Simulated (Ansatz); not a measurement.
Process, species as SMILES: C[S] (CH3-S) → C[S-] (an electron is taken up)
B3LYP-D3(BJ)/def2-TZVP geometries, fixed; electronic energies without zero-point terms; positive where energy is released.
Largest species:
```xyz
5

C     -0.0139     1.1056     0.0124
S      0.0013    -0.6916    -0.0079
H      1.0336     1.4242     0.0401
H     -0.5062     1.4939     0.9033
H     -0.4650     1.5146    -0.8909
```
Charge 0, spin multiplicity 2.

Effect of a fitting basis named in the input at wB97M-V/cc-pV(T+d)Z with Ansatz (a program for electronic structure), against the last row, where the adiabatic electron affinity is 1.54 eV. Open shells are unrestricted. The default fits or decomposes integrals by the program's own choice; accuracy: high also tightens integrals, grids and stops.

```json
[
 {"setting": "fitting: def2-SV(P)-JKFIT", "largest shift of a total energy (mEh)": "-0.060", "shift of the adiabatic electron affinity (eV)": "0.000"},
 {"setting": "fitting: def2-universal-JKFIT", "largest shift of a total energy (mEh)": "-0.060", "shift of the adiabatic electron affinity (eV)": "0.000"},
 {"setting": "fitting: cc-pVTZ-JKFIT", "largest shift of a total energy (mEh)": "-0.041", "shift of the adiabatic electron affinity (eV)": "0.000"},
 {"setting": "fitting: cc-pVQZ-JKFIT", "largest shift of a total energy (mEh)": "-0.030", "shift of the adiabatic electron affinity (eV)": "0.000"},
 {"setting": "fitting: cc-pV5Z-JKFIT", "largest shift of a total energy (mEh)": "-0.026", "shift of the adiabatic electron affinity (eV)": "0.000"},
 {"setting": "accuracy: high", "largest shift of a total energy (mEh)": "-0.017", "shift of the adiabatic electron affinity (eV)": "0.000"},
 {"setting": "accuracy: medium (default)", "largest shift of a total energy (mEh)": "0.000", "shift of the adiabatic electron affinity (eV)": "0.000"}
]
```

Within 0.002 eV in the adiabatic electron affinity: fitting: def2-SV(P)-JKFIT; fitting: def2-universal-JKFIT; fitting: cc-pVTZ-JKFIT; fitting: cc-pVQZ-JKFIT; fitting: cc-pV5Z-JKFIT; accuracy: high. The largest shift is 0.060 mEh in a total energy and 0.000 eV in the difference.
